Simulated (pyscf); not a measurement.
A first-order saddle from PySCF, ωB97X-D3(BJ)/def2-SVP:

```
O
H 1 0.9687
H 1 1.1387 2 112.80
Cl 3 1.6311 1 144.77 2 120.78
Si 1 1.8306 2 116.32 3 105.21
H 5 1.4882 1 102.23 2 151.12
H 5 1.5123 6 108.77 1 101.74
```
Charge 0, spin multiplicity 2.

Surface: doublet, charge 0. Lowest wavenumbers (cm⁻¹): 528i, 247, 332, 401, 491.

Question: Name the species on either side of this saddle.

Answer: `[SiH2][Cl]` [doublet] + `[OH2]` ⇌ `[OH][SiH2]` [doublet] + `[ClH]`, a four-centre exchange read from left to right: Cl–Si, H–O broken and O–Si, Cl–H formed. At CCSD(T)/def2-TZVPP + ΔMP2(QZVPP) it lies +16.6 kcal/mol from the left side and +13.5 kcal/mol from the right (each side as separated species at their lowest minima found). On the product side the descent ends in a complex, 4.8 kcal/mol under the separated species and 14.8 kcal/mol under the saddle at ωB97X-D3(BJ)/def2-TZVP. At ωB97X-D3(BJ) the barrier from the zero used here is 14.3 kcal/mol. One saddle was located; it need not be the lowest between these sides. The CCSD(T) − MP2 part came from Ansatz, without density fitting, on the same reference.
